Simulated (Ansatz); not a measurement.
```yaml
crystal:
  periodic: [false, false, false]
  atoms:
    - {symbol: Cl, position_ang: [0.000000, 0.000000, 0.000000]}
    - {symbol: Mg, position_ang: [0.000000, 0.000000, 2.204100]}
basis:
  gaussian: {orbitals: def2-TZVPD}
total_charge: -1
hamiltonian: {xc: pbe0}
relax: {f_tol: 0.004, max_steps: 80}
```

```sh
$ ansatz run in.yaml --threads 1 --pin off --events-out ev --progress --plain --max-ram 2176MiB
```

Steps of the relaxation (energy above the last step; positions in Å, forces in eV/Å):

```
2
step 1, 112.8 meV
Cl    0.000    0.000    0.000    0.000    0.000   -1.370
Mg    0.000    0.000    2.204    0.000    0.000    1.370
```

```
2
step 2, 34.4 meV
Cl    0.000    0.000   -0.039    0.000    0.000   -0.665
Mg    0.000    0.000    2.243    0.000    0.000    0.665
```

```
2
step 3, 2.0 meV
Cl    0.000    0.000   -0.081    0.000    0.000   -0.142
Mg    0.000    0.000    2.285    0.000    0.000    0.142
```

```
2
step 5, 0.0 meV
Cl    0.000    0.000   -0.096    0.000    0.000   -0.001
Mg    0.000    0.000    2.300    0.000    0.000    0.001
```

Close pairs at the end: Cl1–Mg2 2.396 Å.

A stationary point of restricted PBE0 after 5 steps (its stability towards spin polarisation wasn't tested). 13 s on 1 thread of Arm Neoverse N1, shared host.
